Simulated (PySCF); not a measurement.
# SiO: magnetic properties

One table from this session's results is given with a row withheld; the runs are named, their logs left out.

Computed with PySCF 2.14.0 and routines of our own; the level stands in each step. Atoms count from 0.

## The starting structure

2 atoms, charge 0, multiplicity 1; geometry from: GFN2-xTB.

Set-up of the first run:

What the job is given:

```
{"job": {"xc": "PBE0", "basis": "def2-SVP", "d3": "d3bj", "grid": 1, "kind": "geom"}, "charge": 0, "multiplicity": 1}
O      0.755657    -0.002996    -0.002716
Si    -0.752900     0.004264    -0.011432
```

Launch:

```bash
$ OMP_NUM_THREADS=1 python excited_run.py task.json out
```

One launch serves the whole session: the jobs run in the order shown.

Among the steps run: Optimising the geometry at PBE0-D3(BJ)/def2-SVP; Magnetic properties: GIAO B3LYP/6-311+G(2d,p); Magnetic properties: GIAO B3LYP/pcSseg-1; Magnetic properties: GIAO B3LYP/pcSseg-0; Magnetic properties: GIAO B3LYP/aug-cc-pVDZ; Magnetic properties: GIAO B3LYP/cc-pVTZ; Magnetic properties: GIAO B3LYP/6-31G.

One of the session's tables, all rows but one given; the rest of the session is left out.

```
                   level  gap (eV)
GIAO B3LYP/6-311+G(2d,p)      6.36
     GIAO B3LYP/pcSseg-1         ?
     GIAO B3LYP/pcSseg-0      6.54
  GIAO B3LYP/aug-cc-pVDZ      6.36
      GIAO B3LYP/cc-pVTZ      6.39
        GIAO B3LYP/6-31G      6.39
```

Estimate the missing values for GIAO B3LYP/pcSseg-1.

As computed: gap (eV): 6.49. In the column «gap (eV)» it lies between GIAO B3LYP/6-31G (6.39) and GIAO B3LYP/pcSseg-0 (6.54).

Limits of these values: Vibrational averaging and real surroundings are missing from these values.
